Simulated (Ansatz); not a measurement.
**How far is PAW off for W?**

```xyz
1
Lattice="-1.5923 1.5923 1.5923 1.5923 -1.5923 1.5923 1.5923 1.5923 -1.5923" Properties=species:S:1:pos:R:3 pbc="T T T"
W     0.0000    0.0000    0.0000
```

Conventional cell: a = 3.185 Å, b = 3.185 Å, c = 3.185 Å, α = 90.00°, β = 90.00°, γ = 90.00°. W (atom 1) has 8 W at 2.76 Å as nearest neighbours.

The cell was built from the bcc type and relaxed in the same program, and has space group Im-3m; it needn't be a known or the stable phase.

No spin–orbit coupling, which matters for the heavy atoms here.

All numbers are computed: DFT, PBE, PAW with Ansatz's default frozen-core files, scalar-relativistic (Ansatz 0.2.0); DFT, PBE, all-electron PAW with datasets made for the crystal, scalar-relativistic (Ansatz 0.2.0); DFT, PBE, all-electron LAPW, scalar-relativistic (Ansatz 0.2.0).

For PAW: a Γ-centred 14×14×14 k mesh, Fermi–Dirac smearing of 0.08 eV, cutoff 420 eV, no spin polarisation. The crystal-made all-electron datasets (AE datasets) take a cutoff of 300 eV at this cell. LAPW targets a basis error of 0.25 meV/atom. The Ansatz runs share mesh, smearing and spin set-up. Plane-wave (PAW) pressures include the program's estimate of the Pulay term.

Stress and pressure are positive in compression.

Levels count from the Fermi level.

```csv
quantity,PAW,AE datasets,LAPW
pressure (GPa),0.00,0.09,0.09
highest filled level at H (eV),-5.762,-5.761,-5.761
lowest empty level at H (eV),4.951,4.951,4.951
highest filled level at P (eV),-2.993,-2.993,-2.993
lowest empty level at P (eV),3.142,3.143,3.143
```
